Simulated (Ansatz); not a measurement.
BSiH2Cl (SMILES B[Si]Cl): methods side by side

BSiH2Cl has 5 atoms, charge 0, and is taken as a triplet. As SMILES, `B[Si]Cl`. The shape is that of a GFN2-xTB optimisation.

```tsv
atom	x (Å)	y (Å)	z (Å)
B	-0.6741	0.3680	-0.3025
Si	0.3346	-1.0819	0.3575
Cl	2.3114	-0.9303	0.9615
H	-0.1845	1.4312	-0.3874
H	-1.7874	0.2130	-0.6291
```

Each level gives the energy change with the B1–Si2 bond stretched from 1.886 to 4.714 Å (eV). The values are calculated.

| level | kind | program | value (eV) | less FCI/STO-3G | CPU time (all runs) |
| --- | --- | --- | --- | --- | --- |
| UHF/STO-3G | Hartree–Fock | Ansatz | 2.79 | -0.45 | 0.64 s |
| U-revPBE/STO-3G | GGA | Ansatz | 3.93 | +0.69 | 14 s |
| U-r2SCAN0/STO-3G | hybrid meta-GGA | Ansatz | 3.81 | +0.57 | 23 s |
| U-wB97X/STO-3G | range-separated hybrid | Ansatz | 3.77 | +0.53 | 53 s |
| UB2PLYP/STO-3G | double hybrid | Ansatz | 3.45 | +0.21 | 14 s |
| RPA@PBE/STO-3G | RPA | Ansatz | 3.01 | -0.23 | 12 s |
| UMP2/STO-3G | perturbation theory | Ansatz | 3.15 | -0.09 | 0.69 s |
| UBCCD(T)/STO-3G | coupled cluster or CI | Ansatz | 3.22 | -0.02 | 1.3 s |
| UCCSD(T)/STO-3G | coupled cluster or CI | Ansatz | 3.22 | -0.02 | 1.1 s |
| FCI/STO-3G | exact in the basis | Ansatz | 3.24 | 0.00 | 3 min |

FCI/STO-3G is exact within its basis and frozen core, so for wave-function methods in that basis the difference is their error; functionals converge differently with the basis, so for them it is only a difference. The first shape isn't each level's own minimum. The values span 2.79 to 3.93 eV. All rows use very small basis sets, so none should be taken for the real molecule's value. Times are those of the runs behind each value, whatever else they computed, on shared processors of several kinds: orders of magnitude only.
